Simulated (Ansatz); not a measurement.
Results of r²SCANh (plane waves, PAW; Ansatz, a quantum-chemistry and plane-wave program) for rock-salt RbBr.

Settings: plane-wave cutoff 600 eV, 6×6×6 k mesh, scalar-relativistic PAW data made under PBE.

Computed at the level's own relaxed cell.

Hill averages of the elastic tensor: K = 14.1 GPa, G = 7.1 GPa. Volume 41.400 Å³/atom, mean atomic mass 82.686 u.

Task: Work out the density, the sound velocities of a polycrystal and the elastic Debye temperature at this level.

Result: ρ = 1.66054 × 82.686/41.400 = 3.317 g/cm³. v_l = √[(K + 4G/3)/ρ] = 2.665 km/s and v_t = √(G/ρ) = 1.463 km/s. The mean follows from 3/v_m³ = 1/v_l³ + 2/v_t³: v_m = 1.631 km/s. Θ_D = (ħ/k_B) v_m (6π²/V)^(1/3) = 76.38 K Å s/km × 1.631 × 1.1267 Å⁻¹ = 140 K, counting all atoms of the cell.
